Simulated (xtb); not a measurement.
formamide (CH3NO), SMILES C(N)=O. All values are semi-empirical tight-binding results from xtb (GFN2-xTB unless named), good for trends rather than for accurate numbers. Coordinates come from a GFN2-xTB optimisation. Other conformers were not sampled.

The point group as xtb finds it comes out as Cs and the orbital gap is 5.15 eV. The dipole moment is 4.32 D and the zero-point energy comes out as 27.3 kcal/mol. The G − E(el) at 298.15 K (modified RRHO) is 12.0 kcal/mol, the static polarisability (D4 model) comes out as 27.7 bohr³ and the solvation energy, GFN2-xTB/ALPB(water) comes out as -8.0 kcal/mol. The solvation energy, GFN2-xTB/ALPB(benzene) is -4.9 kcal/mol.

Computed IR lines (harmonic; lines under 4 % of the strongest left out, lines within 3 cm⁻¹ merged):
ν (cm⁻¹): 321 (m), 608 (w), 1242 (m), 1463 (w), 1795 (vs), 2776 (m) (against the strongest line: vs over 80 %, s over 45 %, m over 15 %, w over 4 %, vw less)
